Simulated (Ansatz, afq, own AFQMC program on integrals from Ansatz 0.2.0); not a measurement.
## Ge, triplet: AFQMC among the cluster methods

A free Ge atom.

Basis cc-pVQZ. Only valence electrons are correlated. Ansatz 0.2.0 and our own AFQMC program on the same integrals; the CISD trial comes from CCSD amplitudes, and released means the phaseless constraint is let go. Free projection: walkers drawn from exp(T), propagated without any constraint. Its projection time is finite, and what remains of the start isn't in its error. Error bars are statistical, one sigma. No spin–orbit coupling.

Determinant: UHF, the one that the program's search chose, which needn't be the lowest solution.

Full CI on the same integrals is exact in this basis and with this determinant's frozen core.

Cautions: no relativity below Rb; no spin-orbit coupling; inner d shell frozen; the released energies have errors that jump between times, so the bars are unsure, so no released level is given (meV from the phaseless value at times in 1/Eh: -6 ± 5 at 0.24, -1.3 ± 0.9 at 0.51, -2.5 ± 0.7 at 0.99, -4.5 ± 1.2 at 1.62, -4.8 ± 0.8 at 2.40), though the last usable value meets full CI within the noise.

* T1 diagnostic: 0.0098
* weight of the determinant in the CISD state: 0.944
* ⟨S²⟩ of the determinant: 2.011
* size of the correlated space: 4 electrons in 54 orbitals

Reference: full CI, correlation energy -1.899 eV.

```csv
level,E − E(reference) (meV),share of correlation (%)
HF,1899.3,0.00
MP2,443.0,76.67
CCSD,72.5,96.19
CCSD(T),15.0,99.21
CCSDT,1.5,99.92
CCSDT(Q),0.3,99.99
ph-AFQMC/HF,60.5 ± 11.1,96.81
ph-AFQMC/CISD,4.1 ± 1.1,99.79
free AFQMC,-0.1 ± 0.8,100.01
```

CCSDT and higher add their correlation energy to the determinant of the CCSD(T) run, since their own runs factorise the integrals more tightly (a shift of under 2 meV). Free projections are given only where their last times agree within the noise and don't stop above the reference; a slow remainder of the start can still hide under it. A walk keeps the symmetry of its determinant, which the program's search chose and which needn't be the lowest solution, so a lower state of the same spin and another symmetry isn't excluded.
